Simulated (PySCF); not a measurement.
# Gas-phase XPS of `[H]/N=C\C#CC`, computed

Species: C4H5N.
Structure used (PBE0-D3(BJ)/def2-SVP), in Å, numbered top down from 1:
```xyz
10
C4H5N angstrom
C      2.1896    0.4226   -0.1673
C      0.7705    0.1239   -0.1386
C     -0.4219   -0.1111   -0.1133
C     -1.8259   -0.4031   -0.0853
N     -2.7782    0.4417   -0.0287
H      2.4259    1.1265   -0.9807
H      2.5107    0.8852    0.7793
H      2.7873   -0.4890   -0.3201
H     -2.0910   -1.4733   -0.1174
H     -2.3952    1.3936   -0.0043
```

Computed, not measured: delta-SCF UKS SCAN, pcX-2 on the ionised atom, pcseg-1 elsewhere, spin-free X2C in PySCF 2.14.0. These are vertical core ionisation energies against the vacuum level, from separate self-consistent calculations with and without the core hole.

Question: List the computed XPS lines with their assignment.

Answer: 
```
atom(s)                 bonded to  level  binding energy (eV)  above the level's lowest (eV)  count
     C3     C (triple bond) and C   C 1s               290.54                           0.00      1
     C2     C (triple bond) and C   C 1s               290.84                          +0.30      1
     C1                 C and 3 H   C 1s               292.00                          +1.46      1
     C4  N (double bond), C and H   C 1s               292.49                          +1.95      1
     N5     C (double bond) and H   N 1s               404.35                           0.00      1
```

Lowest listed C 1s: C3, bonded to C (triple bond) and C. Highest, 1.95 eV above it: C4, bonded to N (double bond), C and H. Summing the Pauling electronegativity differences to the bonded atoms, each weighted by its formal bond order, gives 0.00 for the lowest site and +0.63 for the highest; no listed site has a larger sum than the highest. The smallest sum, -1.05, belongs to C1, 1.46 eV above the lowest.

Question: Give the binding energy of C 1s of C2 in hartree and in kJ/mol.

Answer: 290.84 eV = 10.6882 Eh = 28062 kJ/mol.

The unrestricted hole states depart most from a pure doublet (⟨S²⟩ = 0.75; over 0.85 named) for C 1s of C2 (0.91), C 1s of C3 (0.86) and C 1s of C4 (0.93), which makes these values less certain. Geometry: PBE0-D3(BJ)/def2-SVP; no solvent, vibrations or thermal averaging.
